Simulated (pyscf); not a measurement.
5 gas-phase steps of one pattern: four-centre exchange on the singlet surface, B–C + Cl–H or B–C + F–H broken and B–Cl + C–H or B–F + C–H formed. Single points on ωB97X-D3(BJ)/def2-SVP structures (PySCF, gas phase). MP2 and CC: frozen core, UHF for open shells. ΔMP2 is the change of the MP2 total energy from the triple- to the quadruple-zeta basis. Electronic energies in eV, from the separated reactants; ΔE‡ at CCSD(T)/def2-TZVPP + ΔMP2(QZVPP), beside the barrier at PBE/def2-TZVP on the same structures. Rows were drawn at random from the steps of this pattern with a verified saddle, stable references and no exit in the data more than 5 kcal/mol lower.

| row | step | ΔE‡(PBE) | ΔE‡ |
|---|---|---|---|
| 1 | HF (SMILES F) + H₃C–BH–F (SMILES CBF) → F–BH–F (SMILES FBF) + CH₄ (SMILES C) | 0.61 | 1.03 |
| 2 | H₂B–CH₃ (SMILES BC) + HF (SMILES F) -> H₂B–F (SMILES BF) + CH₄ (SMILES C) | 0.29 | 0.75 |
| 3 | HF (SMILES F) + H₃C–B(F)–F (SMILES CB(F)F) → F–B(F)–F (SMILES FB(F)F) + CH₄ (SMILES C) | 0.85 | ? |
| 4 | H₂B–CH=CH₂ (SMILES BC=C) + HF (SMILES F) → H₂B–F (SMILES BF) + H₂C=CH₂ (SMILES C=C) | 0.27 | 0.76 |
| 5 | HCl (SMILES Cl) + H₃C–BH–Cl (SMILES CBCl) → Cl–BH–Cl (SMILES ClBCl) + CH₄ (SMILES C) | 0.74 | 1.11 |

Question: From a straight line through the complete rows, estimate the missing barrier and say how far the line can be trusted.

Answer: Over the 4 complete rows the means are +0.48 (ΔE‡(PBE)) and 0.91 (ΔE‡); least squares gives b = 0.79 and a = 0.54 eV, with residuals of 0.01 eV (root mean square; largest 0.02, row 2). For row 3: 0.54 + 0.79 × (+0.85) = 1.21 eV, an extrapolation. The computed barrier is 1.25 eV, 0.04 over the line. The line follows the complete rows closely. Each barrier is that of the saddle found. The CCSD(T) − MP2 part came from Ansatz, without density fitting, on the same reference.
